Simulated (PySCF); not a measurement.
Continuum solvent and chemical shifts

Bonds (- single, = double, # triple, : aromatic): S1-C2 1.700 Å, C2:C3 1.398 Å, C3:C4 1.419 Å, C4:C5 1.373 Å, C5:S6 1.736 Å, S6:C2 1.780 Å. C3 carries H7; C4 carries H8; C5 carries H9. Formal charges: S1 -1.

Total charge -1.

GIAO PBE0/pcSseg-1 in PySCF 2.14 on one PBE0-D3(BJ)/def2-SVP conformer, non-relativistic, equivalent nuclei averaged. Solvents enter as an IEF-PCM continuum (methanol with ε = 32.6) around the gas-phase geometry. Shifts are referred to CS2, TMS computed in the same medium.

Gas phase, δ in ppm: S6 246.1, S1 19.9, C2 190.3, C4 127.7, C3 122.3, C5 108.6, H8 5.97, H7 5.87, H9 5.19. Dipole moment 4.97 D.

**Question.** How does each δ change in the continuum?

**Answer.** 
```tsv
atoms	environment	Δδ, methanol
S6	aromatic ring sulfur	+7.4
S1	sulfur bonded to C	-95.0
C2	aromatic carbon bearing sulfur	-9.7
C4	aromatic CH	+5.3
C3	aromatic CH	+6.1
C5	aromatic CH next to the ring sulfur	+12.8
H8	hydrogen on an aromatic CH	+0.72
H7	hydrogen on an aromatic CH	+0.50
H9	hydrogen on an aromatic CH next to the ring sulfur	+1.08
```

Changes are relative to the gas phase. The dipole moment becomes 7.71 D in methanol.

**Question.** Which of the listed nuclei move most (in ppm), and what does the model miss?

**Answer.** S1 (sulfur bonded to C, -95.0 ppm) in methanol. A continuum only polarises the solute; specific hydrogen bonds, the anisotropy of aromatic solvents and changes of geometry or conformer are outside it, as are counter-ions.
